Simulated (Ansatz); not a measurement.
# C2H5Si+ (SMILES C1C[SiH+]1): single points off equilibrium

The task here is to estimate one member of a computed series from the others.

Program: Ansatz 0.2.0, Gaussian basis. Level of theory: single points in def2-TZVPP. These are calculated values, not measurements.

Correlated methods freeze the cores. B3LYP uses VWN-RPA correlation.

## Starting geometry

SMILES `C1C[SiH+]1`, 8 atoms, charge 1, spin multiplicity 1.

Atoms are counted from 1 here; the program's logs count them from 0.

Bond lengths: C1–C2 1.597 Å, C1–Si3 1.881 Å, C1–H4 1.085 Å, C1–H5 1.087 Å, C2–Si3 1.884 Å, C2–H6 1.082 Å, C2–H7 1.072 Å, Si3–H8 1.446 Å. Angles: C2–C1–Si3 65.0°, C2–C1–H4 118.2°, C2–C1–H5 116.0°, Si3–C1–H4 121.6°, Si3–C1–H5 118.7°, H4–C1–H5 110.6°, C1–C2–Si3 64.8°, C1–C2–H6 116.4°, C1–C2–H7 115.2°, Si3–C2–H6 120.1°, Si3–C2–H7 119.9°, H6–C2–H7 112.3°, C1–Si3–C2 50.2°, C1–Si3–H8 155.5°, C2–Si3–H8 154.1°.

Coordinates:

```
C    -0.70780    0.31330   -0.44880
C     0.80380    0.41430    0.05510
Si   -0.13340   -1.11490    0.63160
H    -0.88630    0.18580   -1.51170
H    -1.39990    1.03900   -0.02890
H     1.02580    1.21020    0.75360
H     1.54720    0.32720   -0.71300
H    -0.25420   -2.39270    1.29740
```

Set-up of the first run:

run/in.yaml reads:

```yaml
crystal:
  periodic: [false, false, false]
  atoms:
    - {symbol: C, position_ang: [-0.707800, 0.313300, -0.448800]}
    - {symbol: C, position_ang: [0.803800, 0.414300, 0.055100]}
    - {symbol: Si, position_ang: [-0.133400, -1.114900, 0.631600]}
    - {symbol: H, position_ang: [-0.886300, 0.185800, -1.511700]}
    - {symbol: H, position_ang: [-1.399900, 1.039000, -0.028900]}
    - {symbol: H, position_ang: [1.025800, 1.210200, 0.753600]}
    - {symbol: H, position_ang: [1.547200, 0.327200, -0.713000]}
    - {symbol: H, position_ang: [-0.254200, -2.392700, 1.297400]}
basis:
  gaussian: {orbitals: def2-TZVPP}
total_charge: 1
correlation: {method: ccsd_t}
output: {forces: true}
```

The command line of these runs was not kept.

Steps of the session up to this table: CCSD(T)/def2-TZVPP; PBE0-D4/def2-TZVPP; wB97M-V/def2-TZVPP; r2SCAN-D4/def2-TZVPP; PBE-D4/def2-TZVPP; SPW92/def2-TZVPP; B3LYP-D4/def2-TZVPP.

One table of the session follows, with a row left open; its other results are not shown here.

```
   method  RMS force component (eV/Å)  angle to CCSD(T) forces (°)
  CCSD(T)                       0.678                    reference
  PBE0-D4                       0.864                          7.0
  wB97M-V                       0.807                          7.2
r2SCAN-D4                       0.838                          5.0
   PBE-D4                           ?                            ?
    SPW92                       1.060                         14.8
 B3LYP-D4                       0.755                          4.0
```

**Question.** Estimate the row for PBE-D4.

**Answer.** RMS force component (eV/Å): 0.829; angle to CCSD(T) forces (°): 9.8. In the column «RMS force component (eV/Å)» it lies between wB97M-V (0.807) and r2SCAN-D4 (0.838).
